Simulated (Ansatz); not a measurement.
Two structures of SiH4ClF, singlet, reached by relaxing down either side of one saddle point (PBE0-D4/def2-TZVP). Energies are electronic, without zero-point energy. Ansatz 0.2.0; basis: def2-TZVPP and def2-QZVPP; cores frozen in the correlated methods. Extrapolation: Hartree–Fock as exp(−7.88 √X), correlation as X^−2.97. First:

Si1  (-0.840, -0.737, 0.118)
F2  (0.720, -0.502, -0.218)
H3  (-1.116, -2.181, -0.045)
H4  (-1.072, -0.300, 1.512)
H5  (-1.632, 0.071, -0.836)
H6  (1.786, 1.209, -0.288)
Cl7  (2.154, 2.439, -0.244)
(Å)

Second:

```tsv
atom	x (Å)	y (Å)	z (Å)
Si1	-0.9798	0.1030	-0.0444
F2	2.3334	-0.8896	0.4333
H3	-0.8277	-1.1794	-0.7624
H4	-0.8164	-0.0637	1.4147
H5	-2.2681	0.7527	-0.3707
H6	2.0405	-0.1032	0.0353
Cl7	0.5181	1.3801	-0.7058
```

Task: Which bonds change from the first to the second?

Result: SiH₃F ([F][SiH3]) + HCl → SiH₃Cl ([SiH3][Cl]) + HF; bonds formed: Si1–Cl7, F2–H6; bonds broken: Si1–F2, H6–Cl7.

Task: Give the saddle point's structure and its height above each. (An estimate is asked for; the value comes from the calculation.)

Result: The calculation gives: 1.677 eV above the first and 1.354 eV above the second (CCSD(T) at an estimated basis limit (MP2 extrapolated from triple and quadruple zeta, plus CCSD(T) − MP2 in triple zeta)).
```
atom    x (Å)    y (Å)    z (Å)
 Si1  -0.5693  -0.1981   0.0521
  F2   1.2728  -0.7450  -0.0705
  H3  -0.8239  -1.6239  -0.2813
  H4  -0.7207   0.0158   1.5009
  H5  -1.5469   0.5296  -0.7882
  H6   1.5524   0.2728  -0.1556
 Cl7   0.8355   1.7486  -0.2575
```

No T1 diagnostic of these runs exceeds 0.012.

Labels in which every atom is bracketed show which atoms are joined, not bond orders.

For scale, one of the runs: CCSD(T)/def2-TZVPP, 171 basis functions, launched by `ansatz run in.yaml --threads 2 --pin off --events-out ev --progress --plain --max-ram 4352MiB`. The run took 11 s on 2 CPU threads of an AMD EPYC 9R45 (shared host), with 1.4 GiB of host memory at its peak.
